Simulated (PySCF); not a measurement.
## Spin states of CCl

Unrestricted PBE0; basis C def2-TZVPPD, Cl def2-TZVPPD; no relativity; PySCF 2.14. Outer shells of the fragments: C 2s2 2p2; Cl 3s2 3p5.

Followed along the bond (rough minima from three points):

```json
{"2Ms+1": "2", "unpaired": "π ↑", "⟨S²⟩ at the start": "0.76", "R at minimum (Å)": "1.65", "Te (eV)": "0.00"}
{"2Ms+1": "4", "unpaired": "σ ↑, π ↑↑", "⟨S²⟩ at the start": "3.76", "R at minimum (Å)": "1.65", "Te (eV)": "2.23"}
```

Solutions found at the starting distance of 1.680 Å, counted from the lowest of them; the search is not exhaustive and high or unbound solutions are not listed, so other states can lie among these:

```json
{"2Ms+1": "2", "unpaired": "π ↑", "term": "²Π", "E (eV)": "0.00", "⟨S²⟩": "0.76", "⟨Lz²⟩": "1.01", "μ (D)": "1.30"}
{"2Ms+1": "4", "unpaired": "σ ↑, π ↑↑", "term": "⁴Σ⁻", "E (eV)": "2.23", "⟨S²⟩": "3.76", "⟨Lz²⟩": "0.00", "μ (D)": "-0.02"}
{"2Ms+1": "2", "unpaired": "σ ↑, π ↑↓", "term": "mixed", "E (eV)": "3.52", "⟨S²⟩": "1.76", "⟨Lz²⟩": "2.01", "μ (D)": "0.48"}
{"2Ms+1": "2", "unpaired": "σ ↓, π ↑↑", "term": "mixed", "E (eV)": "3.84", "⟨S²⟩": "1.77", "⟨Lz²⟩": "0.00", "μ (D)": "0.75"}
{"2Ms+1": "2", "unpaired": "σ ↑", "term": "²Σ⁺", "E (eV)": "4.72", "⟨S²⟩": "0.75", "⟨Lz²⟩": "0.00", "μ (D)": "-0.86"}
{"2Ms+1": "2", "unpaired": "σ ↑", "term": "mixed", "E (eV)": "4.74", "⟨S²⟩": "0.76", "⟨Lz²⟩": "2.00", "μ (D)": "0.74"}
```

A term symbol is given only where ⟨S²⟩ and ⟨Lz²⟩ are close to those of a pure state; real π, δ and φ orbitals otherwise mix terms. A positive dipole means C(−)Cl(+).

Counting both spins, an empty level lies below a filled one in some of these solutions, because spin and occupation are held.
